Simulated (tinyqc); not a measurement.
Ways to converge the cycle: SCF convergence aids in the sto-6g basis, for NH3+, spin multiplicity 2. Computed by the program tinyqc with PySCF. UHF with one setting changed at a time; a run stops when the energy changes by less than 1e-09 hartree and the error matrix is below 1e-5. The start is the core Hamiltonian. Damping d keeps d of the old density; a shift (hartree) raises the virtual levels; DIIS n extrapolates F over n matrices.

Geometry (angstrom):
```
atom        x        y       z
N      0.0000   0.0000  0.1740
H      1.2460   0.0000  0.0000
H     -0.6230   1.0790  0.0000
H     -0.6230  -1.0790  0.0000
```

lowest solution found by these runs and by PySCF with stability checks = -55.655184 hartree

Largest element of the error matrix X^T (FDS - SDF) X:
```
iteration    plain  damping 0.3  damping 0.6  shift 0.4   DIIS 3   DIIS 8
1          2.8e-01      2.8e-01      2.8e-01    2.8e-01  2.8e-01  2.8e-01
2          1.3e-01      5.3e-02      1.8e-01    1.4e-01  1.3e-01  1.3e-01
3          3.3e-02      2.0e-02      1.1e-01    2.5e-02  9.3e-03  9.3e-03
4          1.2e-02      9.9e-03      6.3e-02    8.9e-03  5.2e-03  5.2e-03
5          5.4e-03      5.7e-03      3.7e-02    6.0e-03  3.7e-03  3.5e-03
6          3.4e-03      4.2e-03      2.3e-02    4.7e-03  1.7e-03  1.6e-03
8          1.9e-03      3.2e-03      9.7e-03    3.2e-03  1.1e-04  7.1e-05
10         1.2e-03      2.3e-03      5.5e-03    2.2e-03  9.7e-06  4.8e-07
14         4.5e-04      1.2e-03      3.0e-03    1.1e-03        -        -
20         1.0e-04      4.5e-04      1.7e-03    3.9e-04        -        -
30         8.2e-06      8.4e-05      7.1e-04    6.8e-05        -        -
45               -            -      1.8e-04          -        -        -
60               -            -      4.5e-05          -        -        -
```

How each run ends:
```
run          iterations  E (hartree)                                                        state
plain                31   -55.655184                                                 lowest found
damping 0.3          44   -55.655184                                                 lowest found
damping 0.6         >60   -55.655184  falls steadily but slowly, by a factor of about 0.91 a step
shift 0.4            42   -55.655184                                                 lowest found
DIIS 3               11   -55.655184                                                 lowest found
DIIS 8               10   -55.655184                                                 lowest found
```

What does the comparison show, and why?

5 of 6 runs reach the lowest solution found, in 10 to 44 iterations (fastest: DIIS 8). Not converged: damping 0.6. Plain steps already contract here, so damping only slows them. DIIS 3 and DIIS 8 gain by cancelling the error over several earlier matrices, much as a quasi-Newton step does.
